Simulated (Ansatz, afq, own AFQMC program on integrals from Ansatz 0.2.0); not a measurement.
**HCl + O, triplet in cc-pVTZ along one coordinate**

```csv
atom,x (Å),y (Å),z (Å)
Cl,0.0000,0.0000,-1.3886
H,0.0000,0.0000,-0.1098
O,0.0000,0.0000,1.4984
```

A hydrogen atom is moved from one rigid fragment to the other; the Cl1–H2 distance tells how far. The two fragments are held close together, so this isn't a minimum-energy path and the start is a compressed complex. Energies in kcal/mol count from this geometry (1.279 Å) at the same level; the start stands on UHF, each point on the determinant named.

Basis cc-pVTZ. Noble-gas cores (and the filled d shells of Ga–Kr and In–Xe) are frozen. Integrals, coupled cluster, full CI and functionals: Ansatz 0.2.0; the random walks run on the same integrals in our own AFQMC program. ph-AFQMC/CISD is guided by a CISD state made of CCSD amplitudes; releasing the constraint for a short imaginary time cuts its bias at the price of noise, slowly where states lie close. Error bars are statistical, one sigma.

Cautions, each for one point or more: lower spins were not checked; the ph-AFQMC/CISD walk drifts between its halves; the search met a lower determinant of the same kind, perhaps of another symmetry; unrestricted determinant slightly spin contaminated; unrestricted determinant spin contaminated.

```json
{"r(Cl1–H2) / Å": "1.455", "det.": "UHF", "T1": "0.013", "weight": "0.88", "⟨S²⟩": "2.01", "CCSD(T)": "8.5", "ph-AFQMC/CISD": "8.2 ± 0.1", "CCSDT(Q)": "8.3", "PBE0": "5.7", "B3LYP": "4.5"}
{"r(Cl1–H2) / Å": "1.544", "det.": "UHF†", "T1": "0.022", "weight": "0.86", "⟨S²⟩": "2.07", "CCSD(T)": "15.3", "ph-AFQMC/CISD": "15.3 ± 0.1", "CCSDT(Q)": "14.8", "PBE0": "9.6", "B3LYP": "7.1"}
{"r(Cl1–H2) / Å": "1.632", "det.": "UHF†", "T1": "0.024", "weight": "0.86", "⟨S²⟩": "2.12", "CCSD(T)": "16.3", "ph-AFQMC/CISD": "16.6 ± 0.1", "CCSDT(Q)": "15.8", "PBE0": "10.3", "B3LYP": "7.2"}
{"r(Cl1–H2) / Å": "1.720", "det.": "UHF†", "T1": "0.019", "weight": "0.87", "⟨S²⟩": "2.09", "CCSD(T)": "12.9", "ph-AFQMC/CISD": "13.0 ± 0.2", "CCSDT(Q)": "12.5", "PBE0": "7.8", "B3LYP": "4.5"}
{"r(Cl1–H2) / Å": "1.897", "det.": "UHF", "T1": "0.012", "weight": "0.88", "⟨S²⟩": "2.02", "CCSD(T)": "2.6", "ph-AFQMC/CISD": "2.6 ± 0.1", "CCSDT(Q)": "2.4", "PBE0": "0.4", "B3LYP": "-2.9"}
```

Weight is that of the determinant in the CISD state; at the start T1 is 0.008 and the weight 0.89, and ⟨S²⟩ is 2.01. A dagger marks points whose determinant fills other symmetries than the start's, so the wave-function levels may follow another state there, or a degenerate partner. Largest departures from CCSDT(Q), at the points where its series has closed: CCSD(T) 0.5 kcal/mol at 1.632 (on UHF), ph-AFQMC/CISD 0.8 kcal/mol at 1.632 (on UHF). The functionals aren't scored here. In total energy ph-AFQMC/CISD lies 20 ± 4 meV above CCSDT(Q) at the start, so its agreement along the curve rests in part on cancellation.

Some points may be missing: those where a free walk finds a much lower state, and past Zn most of those on another determinant than at the start.

A walk keeps the symmetry of its determinant, which the program's search chose and which needn't be the lowest solution, so a lower state of the same spin and another symmetry isn't excluded.
